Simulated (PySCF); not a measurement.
**Basis and Hamiltonian dependence of the electron affinity of O**

O⁻ [He] 2s2 2p5 (2P) → O [He] 2s2 2p4 (3P). All values are computed (PySCF 2.14, energy differences of UHF-based or UKS calculations, no spin-orbit coupling). Values in eV.

```
                                                               basis       Hamiltonian  functions     UHF  r2SCAN   PBE0  MP2 (valence)  CCSD(T) (valence)  CCSD(T) (valence and next inner shell)
                                                      aug-cc-pVDZ-DK     spin-free X2C         23  -0.531   1.510  1.388          1.264              1.181                                     n/a
                                                         def2-TZVPPD  non-relativistic         40  -0.572   1.510  1.386          1.360              1.277                                   1.281
                                                         aug-cc-pVTZ  non-relativistic         46  -0.565   1.510  1.384          1.416              1.331                                     n/a
                                                     aug-cc-pCVTZ-DK     spin-free X2C         59  -0.572   1.508  1.380          1.414              1.329                                   1.333
    aug-cc-pVTZ with one added diffuse shell each of s, p, d, f type  non-relativistic         62  -0.562   1.552  1.409          1.433              1.352                                     n/a
                                                         def2-QZVPPD  non-relativistic         66  -0.576   1.516  1.391          1.444              1.356                                   1.361
                                                          dyall-av3z     spin-free X2C         71  -0.582   1.515  1.388          1.415              1.332                                     n/a
                                                          dyall-av3z  non-relativistic         71  -0.574   1.521  1.394          1.420              1.338                                     n/a
aug-cc-pCVTZ-DK with one added diffuse shell each of s, p, d, f type     spin-free X2C         75  -0.569   1.549  1.404          1.431              1.349                                   1.353
                                                         dyall-acv3z  non-relativistic         76  -0.574   1.521  1.394          1.420              1.338                                   1.341
                                                         dyall-acv3z     spin-free X2C         76  -0.582   1.515  1.387          1.415              1.332                                   1.335
                                                       aug-cc-pwCVQZ  non-relativistic        109  -0.573   1.508  1.387          1.494                n/a                                     n/a
                                                     aug-cc-pCVQZ-DK     spin-free X2C        109  -0.580   1.502  1.381          1.487                n/a                                     n/a
```

Q: Estimate the row for x2c-QZVPPall with one added diffuse shell each of s, p, d, f type (spin-free X2C, 73 functions).

A: From the rows with the same Hamiltonian and similar size; the calculation gives UHF -0.58; r2SCAN 1.50; PBE0 1.38; MP2 (valence) 1.46; CCSD(T) (valence) 1.37; CCSD(T) (valence and next inner shell) 1.38 (eV).

Extrapolation of MP2 (valence) from aug-cc-pCVTZ-DK and aug-cc-pCVQZ-DK: the correlation parts are 1.985 and 2.067 eV; with the X⁻³ form and unrounded values, (4³ × 2.067 − 3³ × 1.985)/(4³ − 3³) = 2.127 eV, and adding the Hartree-Fock value -0.580 eV of the larger basis gives 1.547 eV.

Frozen in the all-electron rows: valence: 1s2; valence and next inner shell: nothing.

In most of these bases the highest occupied level of the anion is positive at r2SCAN, PBE0, so the basis helps to hold the electron.

Reference for a calculation without spin-orbit coupling: 1.461 eV (measured; photodetachment measurements, as compiled on the Wikipedia data page of electron affinities).
